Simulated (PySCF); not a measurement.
Fluorine: a sound run and one with changed settings

Sound run: F [He] 2s2 2p5, F⁺ [He] 2s2 2p4. Calculation: PySCF 2.14, in cc-pVDZ (3s2p1d, 14 functions); the non-relativistic Hamiltonian (point nucleus). In the sound run the correlated levels freeze 1s2. The sound run starts from symmetry-adapted Hartree-Fock orbitals and uses a fine grid where one is needed.

A second run was set up differently.

```
species   method  sound run (hartree)  changed run (hartree)  converged
      F      MP2            -99.51584              -99.46556        yes
      F  CCSD(T)            -99.52757              -99.47273        yes
     F⁺      MP2            -98.89901              -98.84746        yes
     F⁺  CCSD(T)            -98.91361              -98.85378        yes
```

Ionisation energy of F:

| method | sound run (eV) | changed run (eV) |
| --- | --- | --- |
| UHF | 15.640 | 15.640 |
| MP2 | 16.785 | 16.819 |
| SCS-MP2 | 16.744 | 16.851 |
| CCSD | 16.704 | 16.837 |
| CCSD(T) | 16.707 | 16.842 |

**Question.** What was changed?
A. level shift left on
B. too few SCF iterations
C. all electrons correlated in a valence basis
D. a valence shell is frozen

**Answer.** D. Freezing a valence shell removes pair correlation that changes on ionisation.
